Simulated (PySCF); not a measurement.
Gas-phase reaction: H2SiO + SiH3 → 2 SiH2 + OH

Computed with PySCF and rigid-rotor harmonic-oscillator thermochemistry at 1 bar. † marks an energy on the PBE0/def2-TZVP geometry and frequencies; other levels use their own. MP2 and CCSD(T) freeze the core. 6-31G* has spherical d functions here. Open shells (unrestricted): SiH3 (multiplicity 2), OH (multiplicity 2, electronic degeneracy 4); the rest are closed-shell singlets. Spin-orbit splitting is ignored; it lowers the true energy and changes the entropy of OH. B3LYP is the form with VWN-RPA correlation. H2SiO: computed as isolated molecules; such fragments, hydroxides, amides, oligomers or adducts are transient or little studied in the gas. MP2 isn't extrapolated to the basis-set limit; its ΔH°(298 K) is 496.2 kJ in def2-SVP and 529.7 kJ in def2-TZVPP. CCSD(T) isn't extrapolated to the basis-set limit; its ΔH°(298 K) is 431.0 kJ in def2-SVP and 462.5 kJ in def2-TZVPP. The harmonic model lacks anharmonicity and excited electronic states, which grow with temperature; levels with a mode under 35 cm⁻¹ are left out. Warning, large T1 diagnostic: H2SiO (CCSD(T)/def2-SVP†, CCSD(T)/def2-TZVPP†).

```tsv
level	ΔE electronic, kJ	ΔH°(298 K), kJ	ΔS°(298 K), J/K	ΔG°(800 K), kJ
B3LYP/6-31G*	474	460	147	340
B3LYP/def2-TZVP†	481	468	147	349
CCSD(T)/def2-SVP†	444	431	147	311
CCSD(T)/def2-TZVPP†	475	462	147	343
HF/6-31G*	364	349	148	227
HF/def2-TZVP†	389	376	147	257
M06-2X/def2-TZVP†	488	475	147	355
MP2/def2-TZVPP†	542	530	147	410
LDA/def2-TZVP†	577	564	147	445
```
ΔH° is lowest at HF/6-31G* and highest at LDA/def2-TZVP†. No reference value is set beside these.
